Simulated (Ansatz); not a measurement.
Basis-set limit of P⁺, triplet

A free P cation.

Ansatz 0.2.0, UHF determinant, valence electrons correlated. Energies in eV.

| set | X | functions | Hartree–Fock | MP2 correlation | CCSD(T) correlation | time |
| --- | --- | --- | --- | --- | --- | --- |
| def2-TZVPP | 3 | 42 | -9261.2795 | -1.6918 | -2.3086 | 2.8 s on 1 × NVIDIA H100 80GB HBM3 with 1 thread of AMD EPYC 7R13 Processor (Zen 3), with other jobs on the host |
| def2-QZVPP | 4 | 70 | -9261.5316 | -1.8261 | -2.4028 | 2.8 s on 1 × NVIDIA H100 80GB HBM3 with 1 thread of AMD EPYC 7R13 Processor (Zen 3) (shared host) |

Hartree–Fock is taken to follow E(X) = E∞ + A·exp(−7.88·√X), correlation E(X) = E∞ + B·X^−2.97.

Q: Work out the CCSD(T) energy at the limit, and how far the shortcut misses it that extrapolates MP2 and adds CCSD(T) minus MP2 from the smaller set.

A: Hartree–Fock: E∞ = E4 + 0.1377·(E4 − E3) = -9261.5664. Correlation: E∞ = E4 + 0.7407·(E4 − E3) = -2.4726 for CCSD(T) and -1.9255 for MP2. The limit is -9264.0390 eV, 0.105 eV below def2-QZVPP. The shortcut gives a correlation energy of -1.9255 + (-0.6168) = -2.5423, 70 meV lower than the direct value.

Past Ne part of the Hartree–Fock step between the two sets comes from the cores, which don't follow the formula, so the 35 meV that it adds to the total can overshoot; that part largely cancels in differences.
